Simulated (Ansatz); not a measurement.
**HF (singlet): the correlation ladder, 6-31G***

How much of the correlation energy of HF (singlet) does each wave-function method recover here?

The runs use Ansatz 0.2.0, Gaussian basis; 6-31G*, core rule «outside noble gas», up to 1 orbitals frozen.

The runs, in order: UHF; CCSD(T) on RHF; BCCD(T) on RHF; CISD; CCSDT(Q) on RHF; CISDTQ; CCSDTQ on RHF; CASSCF and MRCISD+Q, 8 electrons in 5 orbitals; CASSCF and NEVPT4(SD), 8 electrons in 5 orbitals; CASSCF and NEVPT2, 8 electrons in 5 orbitals; Full CI.

9 further runs of the same task are left out: 9 set aside as unsound or not needed.

### Step 1. The system

The geometry is an MP2(full)/6-31G* stationary point (not a proven minimum).

2 atoms, charge 0, spin multiplicity 1.

Atoms are counted from 1 here; the program's logs count them from 0.

Bond lengths: F1–H2 0.934 Å.

### Step 2. UHF

in.yaml

```yaml
crystal:
  periodic: [false, false, false]
  atoms:
    - {symbol: F, position_ang: [0.000000, 0.000000, 0.000000]}
    - {symbol: H, position_ang: [0.000000, 0.000000, 0.933891]}
basis:
  gaussian: {orbitals: "6-31G*"}
magnetization: {spin_polarized: true, initial_magnetization: 0}
hamiltonian: {xc: hf}
output: {orbitals: {seedname: orbitals}}
```

On the command line:

```bash
$ ansatz run in.yaml --threads 1 --pin off --events-out ev --progress --plain --max-ram 8192MiB --backend cpu
```

After this run come: CCSD(T) on RHF; BCCD(T) on RHF; CISD; CCSDT(Q) on RHF; CISDTQ; CCSDTQ on RHF; CASSCF and MRCISD+Q, 8 electrons in 5 orbitals; CASSCF and NEVPT4(SD), 8 electrons in 5 orbitals; CASSCF and NEVPT2, 8 electrons in 5 orbitals; Full CI.

Before running them: what should the planned runs give, taken together? Wanted: FCI below the RHF energy; RMP2 from FCI; RCCSD from FCI; RCCSD(T) from FCI; RCCSDT(Q) from FCI; NEVPT2 valence from FCI; NEVPT4(SD) valence from FCI; MRCISD+Q valence from FCI; T1 diagnostic.

As calculated:

| quantity | value |
| --- | --- |
| FCI below the RHF energy | -5.0749 eV |
| RMP2 from FCI | +17.4 kJ/mol |
| RCCSD from FCI | +5.8 kJ/mol |
| RCCSD(T) from FCI | +1.2 kJ/mol |
| RCCSDT(Q) from FCI | 0.0 kJ/mol |
| NEVPT2 valence from FCI | +51.8 kJ/mol |
| NEVPT4(SD) valence from FCI | +6.4 kJ/mol |
| MRCISD+Q valence from FCI | +2.4 kJ/mol |
| levels within 1 kcal/mol (43 meV) | RCCSD(T), BCCD(T), RCCSDT, CISDTQ, RCCSDT(Q), RCCSDTQ, MRCISD+Q valence |
| T1 diagnostic | 0.006 |
| effectively unpaired electrons | 0.01 |

**Reading.** RCCSD(T) misses by +1.2 kJ/mol, 0.3 % of the correlation energy. One determinant dominates. Of the multireference levels listed MRCISD+Q valence comes nearest in total energy (+2.4 kJ/mol), which doesn't show that its space is the better one. These misses are within one basis, not against nature.
